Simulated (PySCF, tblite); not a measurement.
Isomers of [C5H6S]- (charge -1 and doublet state), one GFN2-xTB conformer each. Single-point energies are computed at B3LYP/pcH-1 (PySCF, gas phase, no added dispersion term), electronic only. GFN2-xTB treats the open shell by occupation alone, and not every SCF solution was tested for stability.

Question: Rank them by B3LYP/pcH-1 energy, lowest first (kJ/mol).
A. `[CH2:1]=[CH:2][C:3]([S-:4])[CH:5]=[CH2:6]` (charge -1 and doublet state) with C1–C2–C3–S4 0°, C2–C3–C5–C6 -1°
B. `[CH3:1][C:2]#[C:3][CH2:4][CH:5][S-:6]` (charge -1 and doublet state) with C3–C4–C5–S6 100°

Answer: A (0.0), B (152.3).

GFN2-xTB itself gives, in the same order: 0.0, 118.3. Both levels put the same isomer lowest.

What happens when harmonic zero-point energies from GFN2-xTB frequencies are added?

```json
{"SMILES": "C=C[C]([S-])C=C", "ZPE (kJ/mol)": "231.4", "electronic (kJ/mol)": "0.0", "with ZPE (kJ/mol)": "0.0"}
{"SMILES": "CC#CC[CH][S-]", "ZPE (kJ/mol)": "228.7", "electronic (kJ/mol)": "152.3", "with ZPE (kJ/mol)": "149.6"}
```

The zero-point energies span 2.7 kJ/mol. The order is unchanged.
